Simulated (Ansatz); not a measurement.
CH2S, singlet: energies of several shapes or isomers

Calculated in Ansatz's Gaussian-basis code. Basis cc-pVDZ, nonrelativistic, 6 orbitals frozen in the corrections; active space CAS(4,3). Restricted Hartree–Fock, then the lowest state-specific CASSCF solution met for each case. On stretched bonds single-reference methods can fail or change state. Solutions in different active orbitals can move differences by tenths of an eV and at times more than 1 eV.

Case A:

```xyz
4

C     0.0000    0.0000   -1.1034
S     0.0000    0.0000    0.6315
H     0.0000   -1.0041   -1.7418
H     0.0000    1.0041   -1.7418
```

Case B:

```csv
atom,x (Å),y (Å),z (Å)
C,0.0000,0.0000,-0.9399
S,0.0000,0.0000,0.5379
H,0.0000,-0.8553,-1.4838
H,0.0000,0.8553,-1.4838
```

Case C:

```json
{"atom": "C", "x (Å)": "0.0000", "y (Å)": "0.0000", "z (Å)": "-1.0216"}
{"atom": "S", "x (Å)": "0.0000", "y (Å)": "0.0000", "z (Å)": "0.5847"}
{"atom": "H", "x (Å)": "0.0000", "y (Å)": "-0.9297", "z (Å)": "-1.6128"}
{"atom": "H", "x (Å)": "0.0000", "y (Å)": "0.9297", "z (Å)": "-1.6128"}
```

Energy less that of case A, in eV:

```
case  RHF/ROHF  CASSCF
   B    +0.016  +0.285
   C    -0.702  -0.561
```

Question: What does SC-NEVPT2 give for these differences?

Answer: B: +0.514 eV (11.9 kcal/mol); C: -0.443 eV (-10.2 kcal/mol).

Question: Which case is lowest, and do the methods agree?

Answer: C is lowest in SC-NEVPT2. Of the methods shown, RHF/ROHF, CASSCF agree.
